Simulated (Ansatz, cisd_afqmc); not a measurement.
Species: H2S, charge 0, singlet. H2S (SMILES S).
B3LYP-D3(BJ)/def2-TZVP minimum from Ansatz (a program for electronic structure):
```xyz
3

S      0.0018     0.0003     0.1031
H     -0.0075     0.9678    -0.8277
H     -0.0219    -0.9726    -0.8218
```
Charge 0, spin multiplicity 1.

Total energies in cc-pV(T+d)Z, 8 correlated electrons, 5 frozen orbitals. UHF or UKS for unpaired electrons; spin-orbit terms are left out. Correlated methods leave the cores frozen. No relativity. The Monte Carlo rows (phaseless AFQMC, CISD trial, step 0.005/hartree) carry one-sigma bars that omit the constraint's bias. Outlying blocks are dropped, and bars are widened where a walk drifts. Over all cases where full CI ran beside it in this data, AFQMC minus full CI had a median of +0.1 mEh and passed +0.4 mEh in a tenth of the cases.

```csv
method,program,energy (Eh),minus CCSDTQ (mEh)
HF,Ansatz,-398.71493,224.29
MP2,Ansatz,-398.90574,33.49
CCSD,Ansatz,-398.93015,9.08
CCSD(T),Ansatz,-398.93816,1.07
CCSDT(Q),Ansatz,-398.93920,0.02
CCSDTQ,Ansatz,-398.93922,0.00
AFQMC/CISD,cisd_afqmc,-398.9387 ± 0.0002,0.5 ± 0.2
```

Rough core times of Ansatz's runs on a shared machine: CCSD(T) under 20 s, CCSDT(Q) 20 s, CCSDTQ 10 min.
